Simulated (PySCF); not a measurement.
**SiB⁺: everyday levels beside a composite calculation**

PySCF; the state is a triplet (σ ↑, π ↑). The composite is CCSD(T) extrapolated to the basis-set limit from two correlation-consistent sets, with core-valence (CV) and scalar-relativistic (SR) terms as its label shows; it has no spin–orbit coupling and nothing beyond (T). Here it is CCSD(T)/CBS(TQ)+CV+SR. It gives Re = 2.095 Å, ωe = 530 cm⁻¹ and De = 2.53 eV to Si⁺ + B.

| level | basis | relativity | Re (Å) | ωe (cm⁻¹) | De (eV) |
| --- | --- | --- | --- | --- | --- |
| UHF-CCSD | def2-TZVPPD | no relativity | 2.106 | 503 | 2.32 |
| UHF-CCSD(T) | def2-TZVPPD | no relativity | 2.114 | 518 | 2.44 |
| PBE | 6-31G(d,p) | no relativity | 2.143 | 513 | 3.04 |
| PW91 | def2-TZVPPD | no relativity | 2.122 | 525 | 2.99 |
| r²SCAN | STO-3G | no relativity | 2.038 | 718 | 4.25 |
| r²SCAN | 6-31G(d,p) | no relativity | 2.112 | 546 | 2.99 |
| PBE0 | STO-3G | no relativity | 2.026 | 724 | 3.97 |
| BHandHLYP | STO-3G | no relativity | 2.011 | 712 | 3.33 |
| ωB97X | 6-31G(d,p) | no relativity | 2.079 | 568 | 2.58 |
| LC-ωPBE | STO-3G | no relativity | 1.984 | 783 | 3.57 |

**Question.** Give the difference of each row from the composite.

**Answer.** 

```csv
level,basis,ΔRe (pm),Δωe (%),ΔDe (eV)
UHF-CCSD,def2-TZVPPD,+1.1,-5.1,-0.21
UHF-CCSD(T),def2-TZVPPD,+1.9,-2.3,-0.09
PBE,"6-31G(d,p)",+4.8,-3.2,+0.51
PW91,def2-TZVPPD,+2.7,-0.9,+0.46
r²SCAN,STO-3G,-5.7,+35.5,+1.72
r²SCAN,"6-31G(d,p)",+1.7,+3.0,+0.46
PBE0,STO-3G,-6.9,+36.6,+1.44
BHandHLYP,STO-3G,-8.4,+34.3,+0.80
ωB97X,"6-31G(d,p)",-1.6,+7.2,+0.05
LC-ωPBE,STO-3G,-11.1,+47.7,+1.04
```

**Question.** Which rows come closest in De?

**Answer.** ωB97X in 6-31G(d,p) (+0.05 eV), counted from the composite.

Correlated steps freeze 6 core orbitals. For an ion De counts to the pair picked by the measured ionisation energies or electron affinities, which need not be the lowest pair at this level. The CCSD T1 diagnostic is raised in SiB⁺, a sign that a single reference may not be enough there. STO-3G is very small, so such numbers show the basis as much as the molecule. The state is the lowest determinant that a PBE0 search found; another state may lie lower at other levels.
